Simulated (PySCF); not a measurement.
Nitrosyl fluoride, FNO.
Bonds: O1–N2 (double), N2–F3.

Computed with core-valence-separated Tamm–Dancoff BHandHLYP/aug-pcX-1 in PySCF, non-relativistic, gas phase, PBE0-D3(BJ)/def2-SVP geometry. No empirical shift is added; at this level the pattern usually sits a few eV under experiment.

(1) Give energies, oscillator strengths and core holes at the O K edge.

(2) List the fluorine K-edge absorption lines.

(3) List the nitrogen K-edge absorption lines.

## Answers

(1) 
```
E (eV)       f  core hole on  main final orbital  polarisation
529.11  0.0599            O1         LUMO (96 %)  out of plane
535.68  0.0243            O1       LUMO+1 (81 %)      in plane
538.13  0.0021            O1       LUMO+2 (95 %)      in plane
539.37  0.0027            O1       LUMO+4 (89 %)  out of plane
539.55  0.0023            O1       LUMO+5 (76 %)      in plane
539.86  0.0029            O1       LUMO+3 (80 %)      in plane
541.16  0.0048            O1       LUMO+6 (86 %)      in plane
```

The first line with a tenth or more of the strongest one's intensity is at 529.11 eV (f = 0.060), with the hole on O1 (oxygen bonded to N), polarised out of plane: a 1s→π* resonance. It is also the strongest listed.

(2) 
```json
{"E (eV)": "682.43", "f": "0.0103", "core hole on": "F3", "main final orbital": "LUMO (99 %)", "polarisation": "out of plane"}
{"E (eV)": "682.61", "f": "0.0494", "core hole on": "F3", "main final orbital": "LUMO+1 (64 %)", "polarisation": "in plane"}
{"E (eV)": "687.77", "f": "0.0027", "core hole on": "F3", "main final orbital": "spread", "polarisation": "in plane"}
{"E (eV)": "688.61", "f": "0.0055", "core hole on": "F3", "main final orbital": "LUMO+2 (48 %)", "polarisation": "in plane"}
{"E (eV)": "688.91", "f": "0.0040", "core hole on": "F3", "main final orbital": "LUMO+4 (89 %)", "polarisation": "out of plane"}
{"E (eV)": "689.22", "f": "0.0006", "core hole on": "F3", "main final orbital": "LUMO+5 (35 %)", "polarisation": "–"}
{"E (eV)": "690.82", "f": "0.0040", "core hole on": "F3", "main final orbital": "LUMO+6 (70 %)", "polarisation": "in plane"}
```

The first line with a tenth or more of the strongest one's intensity is at 682.43 eV (f = 0.010), with the hole on F3 (fluorine bonded to N), polarised out of plane. The strongest listed is at 682.61 eV (f = 0.049; F3).

(3) 
```json
{"E (eV)": "398.23", "f": "0.0876", "core hole on": "N2", "main final orbital": "LUMO (96 %)", "polarisation": "out of plane"}
{"E (eV)": "401.96", "f": "0.0964", "core hole on": "N2", "main final orbital": "LUMO+1 (67 %)", "polarisation": "in plane"}
{"E (eV)": "408.30", "f": "0.0084", "core hole on": "N2", "main final orbital": "LUMO+2 (61 %)", "polarisation": "in plane"}
{"E (eV)": "409.24", "f": "0.0025", "core hole on": "N2", "main final orbital": "LUMO+4 (98 %)", "polarisation": "out of plane"}
{"E (eV)": "409.28", "f": "0.0009", "core hole on": "N2", "main final orbital": "LUMO+3 (59 %)", "polarisation": "–"}
{"E (eV)": "409.67", "f": "0.0017", "core hole on": "N2", "main final orbital": "LUMO+5 (68 %)", "polarisation": "in plane"}
{"E (eV)": "411.35", "f": "0.0006", "core hole on": "N2", "main final orbital": "LUMO+6 (90 %)", "polarisation": "–"}
```

The first line with a tenth or more of the strongest one's intensity is at 398.23 eV (f = 0.088), with the hole on N2 (nitrogen bonded to F and O), polarised out of plane: a 1s→π* resonance. The strongest listed is at 401.96 eV (f = 0.096; N2).

Roots within 0.03 eV whose holes lie on the same, on equivalent or on shared atoms are summed into one line, and the highest roots are left out, as the search may have cut off their partners. Final orbitals are the ground state's empty Kohn–Sham orbitals. A dash: too weak, shared between unlike atoms, or no plane or axis to refer to.

Task: What are the wavelength and the wavenumber of the 535.68 eV line?

Result: λ = 12398.42 eV Å/535.68 eV = 23.145 Å; 4.3206 × 10⁶ cm⁻¹.

Only the lowest roots of each edge were sought.
